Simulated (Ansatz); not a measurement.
Ideal-gas functions of C$_{2}$H$_{2}$FNS (`FC1(S)C=N1`) at 800 K and 1 bar, from an Ansatz frequency run at PBE0-D4/def2-TZVP.

Molar mass 91.11 g/mol, point group C1 (symmetry number 1), electronic degeneracy 1, moments of inertia 71.25, 136.154, 179.682 u Å². Harmonic wavenumbers (cm⁻¹, unscaled): 178, 323, 356, 416, 485, 631, 834, 849, 954, 1056, 1075, 1371, 1739, 2695, 3237.

Use S(trans) = R[1.5 ln M + 2.5 ln T − 1.1517]; rotational temperatures θ = 24.2544 K / I; S(rot) = R[ln(√π/σ · √(T³/θAθBθC)) + 1.5]; for each mode x = 1.438777 ν̃/T, S = R[x/(eˣ − 1) − ln(1 − e⁻ˣ)] and H = RT x/(eˣ − 1); 1 cm⁻¹ = 0.0119627 kJ/mol; R = 8.31446 J/(mol·K).

Task: By hand: the entropy, in J/(mol·K).

Result: Translation 185.6. Rotation: θ = 0.3404, 0.1781, 0.135 K, giving 120.6. Vibration, mode by mode: 17.82, 12.95, 12.16, 10.92, 9.71, 7.70, 5.68, 5.56, 4.78, 4.13, 4.02, 2.64, 1.56, 0.38, 0.17, in all 100.2. Electronic 0.0. Sum 406.4 J/(mol·K).

Task: By hand: H − E and G − E in kJ/mol, counted from the electronic energy.

Result: Zero-point energy ½ × 16199 × 0.0119627 = 96.9; thermal vibration 42.9; translation, rotation and pV give 4 RT = 26.6. H − E = 166.4 kJ/mol, and G − E = 166.4 − 800 × 406.4/1000 = -158.7 kJ/mol.

Vibration gives 25 % of the entropy. The sum counts one conformer and one mirror image; others add a mixing term.
